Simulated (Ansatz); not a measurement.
A calculation with Ansatz (development build ahead of 0.2.0).

```yaml
crystal:
  periodic: [false, false, false]
  atoms:
    - { symbol: F, position_ang: [0.00843, -0.38622, -1.19908] }
    - { symbol: H, position_ang: [-0.00894, 0.45691, -0.80277] }
    - { symbol: F, position_ang: [0.00631, 0.37848, 1.19922] }
    - { symbol: H, position_ang: [0.00474, -0.46276, 0.79406] }
basis:
  gaussian: { orbitals: cc-pVDZ }
hamiltonian:
  xc: hf
```

The input is written out in the form of the current development build from the run's settings.

The run gave:

```
Converged                       : yes
Total energy                    : -200.04516 hartree
Spin squared of the determinant : 0.000
```
